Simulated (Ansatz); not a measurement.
in.yaml

```yaml
crystal:
  periodic: [false, false, false]
  atoms:
    - {symbol: Al, position_ang: [0.042298, -0.119616, 1.254150]}
    - {symbol: P, position_ang: [-0.090450, 0.068392, -1.079457]}
    - {symbol: H, position_ang: [-0.052697, 1.261982, 2.066825]}
    - {symbol: H, position_ang: [1.035122, 0.939745, -1.114035]}
    - {symbol: H, position_ang: [0.664801, -1.101382, -1.353659]}
basis:
  gaussian: {orbitals: cc-pVDZ}
total_charge: 1
magnetization: {spin_polarized: true, initial_magnetization: 0}
correlation: {method: ccsdt_q, electrons: outside_noble_gas}
```

```sh
$ ansatz run in.yaml --threads 1 --pin off --events-out ev --progress --plain --max-ram 2393MiB
```

The program prints:

```
985 factors; integrals over basis functions are off by at most 1.9e-7 eV
mean field evaluation 1: about -15892.3074 eV, gradient 1.3e1 eV
mean field evaluation 2: about -15892.3354 eV, gradient 1.3e1 eV
mean field evaluation 4: about -15894.1761 eV, gradient 1.2e0 eV
mean field evaluation 8: about -15894.2135 eV, gradient 3.4e-3 eV
mean field evaluation 16: about -15894.2204 eV, gradient 5.5e-1 eV
mean field evaluation 32: about -15894.2135 eV, gradient 3.5e-2 eV
mean field evaluation 64: about -15892.0025 eV, gradient 2.0e0 eV
mean field evaluation 96: about -15890.8285 eV, gradient 3.1e-1 eV
mean field evaluation 128: about -15890.8534 eV, gradient 4.4e-1 eV
mean field evaluation 160: about -15891.8321 eV, gradient 7.3e-1 eV
mean field evaluation 192: about -15890.8438 eV, gradient 7.9e-2 eV
mean field -15894.22959279 eV, -584.1021640393 hartree, gradient 1.4e-6 eV, S^2 0.210551; 6 other end points of the search recorded, 0 dependent functions left out
determinant -15894.22959279 eV, -584.1021640393 hartree, with singles and doubles -15899.87642219 eV, -584.3096811923 hartree
determinant -15892.06095693 eV, -584.0224681415 hartree, with singles and doubles -15897.72156404 eV, -584.2304916156 hartree
determinant -15890.84379744 eV, -583.9777383550 hartree, with singles and doubles -15896.18297142 eV, -584.1739493800 hartree
determinant -15894.21353626 eV, -584.1015739726 hartree, with singles and doubles -15899.89941091 eV, -584.3105260120 hartree
determinant -15894.22959279 eV, -584.1021640393 hartree, with singles and doubles -15899.88859508 eV, -584.3101285375 hartree
determinant -15894.21353626 eV, -584.1015739726 hartree, with singles and doubles -15899.89954468 eV, -584.3105309278 hartree
10 core orbitals not correlated: weight in the atoms' cores, before any rotation towards them, 1.000 or more for the frozen orbitals, at most 0.000 for the correlated occupied ones
reference -15894.21353626 eV, -584.1015739726 hartree; 5, 5 occupied and 36, 36 virtual orbitals, 985 factors
second order -4.69317103 eV of doubles, -0.00000000 eV of singles
cycle   1  -5.37060690 eV  change   -6.8e-1 eV  update   8.8e-2
cycle   2  -5.75369044 eV  change   -3.8e-1 eV  update   4.2e-2
cycle   3  -5.91029588 eV  change   -1.6e-1 eV  update   2.6e-2
cycle   4  -5.90457675 eV  change    5.7e-3 eV  update   1.1e-2
cycle   5  -5.90788790 eV  change   -3.3e-3 eV  update   7.1e-3
cycle   6  -5.91008668 eV  change   -2.2e-3 eV  update   3.0e-3
cycle   7  -5.90923671 eV  change    8.5e-4 eV  update   1.8e-3
cycle   8  -5.90957108 eV  change   -3.3e-4 eV  update   8.5e-4
cycle   9  -5.91024590 eV  change   -6.7e-4 eV  update   4.0e-4
cycle  10  -5.91004327 eV  change    2.0e-4 eV  update   1.9e-4
cycle  11  -5.90995479 eV  change    8.8e-5 eV  update   9.6e-5
cycle  12  -5.90999500 eV  change   -4.0e-5 eV  update   4.1e-5
cycle  13  -5.91002582 eV  change   -3.1e-5 eV  update   2.2e-5
cycle  14  -5.91005142 eV  change   -2.6e-5 eV  update   1.0e-5
cycle  15  -5.91005303 eV  change   -1.6e-6 eV  update   4.4e-6
cycle  16  -5.91005105 eV  change    2.0e-6 eV  update   2.4e-6
cycle  17  -5.91005065 eV  change    4.0e-7 eV  update   1.1e-6
perturbative correction -0.01379449 eV, -0.0005069380 hartree
Total energy: -15900.13738140 eV, -584.3192712662 hartree
```

Ran on 1 thread of Arm Neoverse V1, shared host: 48 s wall, 0.4 GiB peak host memory.
